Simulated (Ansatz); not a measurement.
# C3H5F (SMILES C=CCF): CCSD/def2-SVP

Aim: the vertical ionisation energy of C3H5F at CCSD/def2-SVP, from 2 runs. 

The calculation is run with Ansatz 0.2.0.

52 further runs of the same task are left out: 52 set aside as unsound or not needed.

## Step 1: Starting point

C3H5F has 9 atoms, charge 0, and is taken as a singlet. SMILES: `C=CCF`. The shape is that of a PBE0-D4/def2-TZVP optimisation. This is one conformer, not always the lowest.

Bond lengths: C1–C2 1.324 Å, C2–C3 1.486 Å, C3–F4 1.387 Å, C1–H5 1.084 Å, C1–H6 1.086 Å, C2–H7 1.087 Å, C3–H8 1.096 Å, C3–H9 1.094 Å. Some angles: C1–C2–C3 123.6°, C2–C3–F4 110.3°, C1–C2–H7 120.6°, C3–C2–H7 115.9°, C2–C1–H5 121.7°, C2–C1–H6 121.3°, C2–C3–H8 111.1°, C2–C3–H9 111.2°, F4–C3–H8 106.9°, F4–C3–H9 108.2°.

## Step 2: The energy at CCSD/def2-SVP

Contents of run.yaml:

```yaml
crystal:
  periodic: [false, false, false]
  atoms:
    - {symbol: C, position_ang: [-0.578000, 1.122500, -0.608000]}
    - {symbol: C, position_ang: [0.352500, 0.215400, -0.353400]}
    - {symbol: C, position_ang: [0.200500, -0.852800, 0.668500]}
    - {symbol: F, position_ang: [0.430500, -2.098200, 0.102300]}
    - {symbol: H, position_ang: [-0.422500, 1.909200, -1.336700]}
    - {symbol: H, position_ang: [-1.531700, 1.114000, -0.089100]}
    - {symbol: H, position_ang: [1.299800, 0.230700, -0.886500]}
    - {symbol: H, position_ang: [0.929800, -0.730800, 1.477200]}
    - {symbol: H, position_ang: [-0.806800, -0.852300, 1.094700]}
basis:
  gaussian:
    orbitals: def2-SVP
total_charge: 0
correlation:
  method: ccsd
  frozen_orbitals: {C: 1, F: 1, H: 0}
accuracy: high
scf:
  omitted_lower_state_checks: [cluster_reference, increment]
```

Launch:

```console
ansatz run run.yaml --threads 1 --pin off --max-ram 3480MiB --events-out events.jsonl --progress --plain --runs-dir runs
```

Standard output, cut to the lines that bear on the results:

```text
Warning: RAYON_NUM_THREADS=1 ignored (pool sized by the plan → 1); use --threads N
Functional definition: HF
  name "HF"
[...]
1938 factors; integrals over basis functions are off by at most 3.5e-9 eV
[...]
mean field -5870.99743040 eV, -215.7551760621 hartree, gradient 2.2e-8 eV, S^2 0.000000; 0 other end points of the search recorded, 0 dependent functions left out
4 core orbitals not correlated: weight in the atoms' cores, before any rotation towards them, 1.000 or more for the frozen orbitals, at most 0.000 for the correlated occupied ones
reference -5870.99743040 eV, -215.7551760621 hartree; 12, 12 occupied and 65, 65 virtual orbitals, 1938 factors
second order -16.00757927 eV of doubles, -0.00000000 eV of singles
cycle   1  -16.59000563 eV  change   -5.8e-1 eV  update   8.5e-2
[...]
cycle  22  -17.09930208 eV  change    1.7e-9 eV  update  5.2e-10
Total energy: -5888.09673247 eV, -216.3835638231 hartree
Checks for a lower state left out: cluster_reference, increment
```

Wall time 11 s (1 thread of Arm Neoverse V2, shared host); peak memory 0.47 GiB.

## Step 3: The doublet cation

Contents of in.yaml:

```yaml
basis:
  gaussian:
    orbitals: def2-SVP
crystal:
  periodic: [false, false, false]
  atoms:
    - {symbol: C, position_ang: [-0.578000, 1.122500, -0.608000]}
    - {symbol: C, position_ang: [0.352500, 0.215400, -0.353400]}
    - {symbol: C, position_ang: [0.200500, -0.852800, 0.668500]}
    - {symbol: F, position_ang: [0.430500, -2.098200, 0.102300]}
    - {symbol: H, position_ang: [-0.422500, 1.909200, -1.336700]}
    - {symbol: H, position_ang: [-1.531700, 1.114000, -0.089100]}
    - {symbol: H, position_ang: [1.299800, 0.230700, -0.886500]}
    - {symbol: H, position_ang: [0.929800, -0.730800, 1.477200]}
    - {symbol: H, position_ang: [-0.806800, -0.852300, 1.094700]}
total_charge: 1
magnetization:
  spin_polarized: true
  initial_magnetization: 1
correlation:
  method: ccsd
  frozen_orbitals: {C: 1, F: 1, H: 0}
accuracy: high
scf:
  omitted_lower_state_checks: [cluster_reference, increment]
```

Launch:

```console
ansatz run in.yaml --threads 1 --pin off --max-ram 3480MiB --events-out events.jsonl --progress --plain --runs-dir runs
```

Standard output, cut to the lines that bear on the results:

```text
Warning: RAYON_NUM_THREADS=1 ignored (pool sized by the plan → 1); use --threads N
[... 2 set-up lines as earlier in the session ...]
[...]
1939 factors; integrals over basis functions are off by at most 3.5e-9 eV
[...]
mean field -5861.80371244 eV, -215.4173131590 hartree, gradient 2.9e-8 eV, S^2 0.754505; 0 other end points of the search recorded, 0 dependent functions left out
4 core orbitals not correlated: weight in the atoms' cores, before any rotation towards them, 1.000 or more for the frozen orbitals, at most 0.000 for the correlated occupied ones
reference -5861.80371244 eV, -215.4173131590 hartree; 12, 11 occupied and 65, 66 virtual orbitals, 1939 factors
second order -14.60537484 eV of doubles, -0.00000000 eV of singles
cycle   1  -15.37351305 eV  change   -7.7e-1 eV  update   8.4e-2
[...]
cycle  34  -15.85000340 eV  change   9.4e-10 eV  update   1.7e-9
Total energy: -5877.65371584 eV, -215.9997900403 hartree
Checks for a lower state left out: cluster_reference, increment
```

It took 44 s on 1 thread of Arm Neoverse V2, shared host; peak memory 0.88 GiB.

## Step 4: What came out

Level: CCSD/def2-SVP, 4 core orbitals frozen.

```
                                                   quantity          value
                                singlet C3H5F: total energy  -216.38356 Eh
 singlet C3H5F: correlation energy (4 core orbitals frozen)     -628.4 mEh
                               singlet C3H5F: T1 diagnostic          0.010
                               doublet cation: total energy  -215.99979 Eh
doublet cation: correlation energy (4 core orbitals frozen)     -582.5 mEh
          doublet cation: ⟨S²⟩ of the reference determinant          0.755
                              doublet cation: T1 diagnostic          0.018
         vertical ionisation energy (to the doublet cation)      10.443 eV
```

**Reading.** Removing an electron at fixed nuclei costs 10.44 eV (241 kcal/mol).
